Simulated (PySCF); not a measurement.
## Which method gave which barrier?

Saddle point of BH₄OF, closed shell (BH₂F ([BH2][F]) + H₂O → BH₃O ([BH2][OH]) + HF; bonds formed: F2–H5; dative contacts that become bonds: B1–O6; bonds broken: B1–F2, H5–O6), PBE0-D4/def2-TZVP structure:

```xyz
7
angstrom
B 0.1686 -0.0500 -0.5762
F -0.6137 -1.2781 0.2339
H 1.1511 -0.5437 -1.0371
H -0.6428 0.4971 -1.2648
H -0.2689 -0.5326 0.9638
O 0.3824 0.5688 0.7716
H -0.1766 1.3385 0.9087
```

Program: PySCF 2.14 with density fitting (its default auxiliary sets; JK sets also for MP2 and CCSD(T)). Basis: def2-TZVPP, with def2-QZVPP for the basis limit. Cores are frozen in the correlated methods. Extrapolation: Hartree–Fock as exp(−7.88 √X), correlation as X^−2.97. Four methods, as single points on the PBE0-D4 structures, gave these electronic barriers from the start structure: 74.3, 83.8, 103.7, 130.1 kJ/mol.

Task: The methods were, in alphabetical order, BHLYP-D4, HF, PBE-D4, r2SCAN-D4. Which gave which? (Judge from chemistry; the calculation decides.)

Result: By the calculation: PBE-D4 74.3; r2SCAN-D4 83.8; BHLYP-D4 103.7; HF 130.1 kJ/mol. For comparison, CCSD(T) at an estimated basis limit (MP2 extrapolated from triple and quadruple zeta, plus CCSD(T) − MP2 in triple zeta) gives 92.4 kJ/mol.

T1 diagnostic: at most 0.013.

The step is the kind of ligand exchange by which a precursor binds to a hydroxyl group, or is hydrolysed, in atomic layer deposition of oxides.

Labels in which every atom is bracketed show which atoms are joined, not bond orders.

For scale, one of the runs: CCSD(T)/def2-TZVPP, 149 basis functions, launched by `OMP_NUM_THREADS=4 python run.py`. Hardware: 4 CPU threads of an Intel Xeon, shared host. Wall time 2.6 min; peak host memory 1.1 GiB.
